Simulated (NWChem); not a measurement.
# CH$_{3}$O cation; SMILES C=[OH+]

```xyz
5

C     -0.0085     0.6221     0.0000
O     -0.1175    -0.6266     0.0000
H     -0.9634     1.1894     0.0000
H      0.9811     1.1312     0.0000
H      0.7396    -1.1363     0.0000
```
Atoms are numbered in this order, from 1.

Results from NWChem. Pople sets run with spherical d functions. The geometry was optimised at PBE-D3(BJ)/def2-SVP. Vzz is the largest principal value of the second derivative of the potential at the nucleus (NWChem prints the opposite sign); η is the asymmetry. Non-relativistic.

For level Hartree-Fock/def2-SVP:

| Quantity | Result |
|---|---|
| Vzz O2 (a.u.) | 1.241 |
| η O2 | 0.77 |

Q: Estimate the same quantities for level CAM-B3LYP/6-31G*.

A: 
| Item | Value |
|---|---|
| Vzz O2 (a.u.) | -1.106 |
| η O2 | 0.87 |
